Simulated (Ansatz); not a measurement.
# AlP (quintet): wave-function methods side by side, cc-pVDZ

One table from this session's results is given with a row withheld; the runs are named, their logs left out.

Computed with Ansatz 0.2.0, Gaussian basis. Level: cc-pVDZ, core rule «outside noble gas», up to 10 orbitals frozen.

The runs, in order: UHF; CCSD(T) on ROHF; CCSD(T) on UHF; BCCD(T) on ROHF; CISD; CCSDT(Q) on ROHF; CCSDT(Q) on UHF; CISDTQ; CCSDTQ on ROHF; CCSDTQ on UHF; Full CI.

14 further runs of the same task are left out: 8 for a known fault of the program, 6 set aside as unsound or not needed.

## What is computed

The geometry is a PBE0/def2-TZVP stationary point (not a proven minimum) of the parent state, kept for this charge and spin.

2 atoms, charge 0, spin multiplicity 5.

Atoms are counted from 1 here; the program's logs count them from 0.

Bond lengths: Al1–P2 2.208 Å.

Set-up of the first run:

in.yaml

```yaml
crystal:
  periodic: [false, false, false]
  atoms:
    - {symbol: Al, position_ang: [0.000000, 0.000000, 0.000000]}
    - {symbol: P, position_ang: [0.000000, 0.000000, 2.208000]}
basis:
  gaussian: {orbitals: cc-pVDZ}
magnetization: {spin_polarized: true, initial_magnetization: 4}
hamiltonian: {xc: hf}
output: {orbitals: {seedname: orbitals}}
```

Command:

```console
> ansatz run in.yaml --threads 1 --pin off --events-out ev --progress --plain --max-ram 4096MiB --backend cpu
```

Among the steps run: UHF; CCSD(T) on ROHF; CCSD(T) on UHF; BCCD(T) on ROHF; CISD; CCSDT(Q) on ROHF; CCSDT(Q) on UHF; CISDTQ; CCSDTQ on ROHF; CCSDTQ on UHF; Full CI.

One table of the session follows, with a row left open; its other results are not shown here.

| method | from FCI (kcal/mol) |
| --- | --- |
| ROHF | ? |
| UHF | +83.15 |
| RMP2 | +20.51 |
| UMP2 | +20.94 |
| CISD | +6.65 |
| RCCSD | +3.69 |
| UCCSD | +3.58 |
| RCCSD(T) | +0.93 |
| UCCSD(T) | +0.92 |
| BCCD(T) | +0.93 |
| RCCSDT | +0.24 |
| UCCSDT | +0.22 |
| CISDTQ | +0.13 |
| RCCSDT(Q) | +0.03 |
| UCCSDT(Q) | +0.01 |
| RCCSDTQ | +0.01 |
| UCCSDTQ | 0.00 |
| FCI | 0 |

Q: Estimate the row for ROHF from the others.

**Answer.** from FCI (kcal/mol): +86.35. In the column «from FCI (kcal/mol)» it is the highest.

Limits of these values: Levels on UHF freeze UHF's core orbitals, full CI those of ROHF, so the U rows can settle a little off it for that reason alone. Restricted and unrestricted rows rest on different reference determinants; where their highest levels disagree by more than a few hundredths of an eV, they describe different states and don't form one ladder.
